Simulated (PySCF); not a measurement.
From computed data to an observable: dipole moment from atomic charges

hydrogen cyanide (CHN), SMILES C#N. Atoms are numbered in the order given.

```xyz
3

C      0.0000     0.0000    -0.4968
N      0.0000     0.0000     0.6492
H      0.0000     0.0000    -1.5636
```

Geometry: B3LYP-D3(BJ)/def2-TZVPD.

Charges (e) from M06-2X/def2-TZVPD (PySCF):

| atom | IAO | ESP fit |
|---|---|---|
| C1 | -0.022 | 0.087 |
| N2 | -0.191 | -0.328 |
| H3 | 0.214 | 0.241 |

The dipole moment of the full density is 3.06 D.

Question: What dipole moment does each set of point charges give, and which comes closer to that of the density?

Answer: 
μ = Σ q r, and 1 e Å = 4.8032 D.
IAO: Σ q r = (0.000, 0.000, -0.448) e Å, |μ| = 2.15 D.
ESP fit: Σ q r = (0.000, 0.000, -0.633) e Å, |μ| = 3.04 D.
ESP fit comes closer in size. Point charges leave out the atoms' own dipoles (lone pairs, polarised bonds); fits to the potential absorb them, partitions of the density don't.
